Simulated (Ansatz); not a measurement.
## Worked example: HO–B–P⁺, triplet against HO–B–P, doublet

Geometry (PBE0/def2-TZVP stationary point of a doublet), kept for both states (HO–B–P, doublet: A; HO–B–P⁺, triplet: A):

```xyz
4

O     0.0000   -0.2535    0.9679
B     0.0000   -0.1797   -0.3427
P     0.0000   -0.1445   -2.0788
H     0.0000    0.5778    1.4535
```

Basis cc-pVDZ; Ansatz 0.2.0. Correlated methods freeze the noble-gas cores. Prefix R: restricted or restricted open-shell reference; prefix U: unrestricted.

Full CI isn't at hand for all of this; UCCSDT(Q) serves as the reference, and is uncertain by about the last step of the cluster series.

| level | E(HO–B–P, doublet) (hartree) | E(HO–B–P⁺, triplet) (hartree) |
| --- | --- | --- |
| UHF | -440.871824 | -440.601686 |
| UMP2 | -441.220775 | -440.919052 |
| UCCSD(T) | -441.259446 | -440.957211 |
| PBE | -441.734541 | -441.421503 |
| r2SCAN | -441.933368 | -441.618302 |
| UCCSDT(Q) | -441.261852 | -440.959326 |

Question: Give the vertical gap, HO–B–P⁺ triplet less HO–B–P doublet, at each level in eV (1 hartree = 27.2114 eV), and each error against UCCSDT(Q).

Answer: UCCSDT(Q): (-440.959326 − (-441.261852)) × 27.2114 = 8.232 eV (the reference)
r2SCAN: (-441.618302 − (-441.933368)) × 27.2114 = 8.573 eV, error 0.341 eV
PBE: (-441.421503 − (-441.734541)) × 27.2114 = 8.518 eV, error 0.286 eV
UCCSD(T): (-440.957211 − (-441.259446)) × 27.2114 = 8.224 eV, error -0.008 eV
UMP2: (-440.919052 − (-441.220775)) × 27.2114 = 8.210 eV, error -0.022 eV
UHF: (-440.601686 − (-440.871824)) × 27.2114 = 7.351 eV, error -0.881 eV

Total energies of functionals can't be set beside those of wave-function methods, since they hold the core's correlation and their own absolute errors; only the differences compare.

In so small a basis the reference is far from its limit while semilocal and hybrid functionals are nearer theirs, so the functionals' errors here hold much of the reference's basis and frozen-core error, which can add to them or hide them.

Each level lands on the state that its own search finds. T1 diagnostics of restricted CCSD: 0.021 and 0.023.
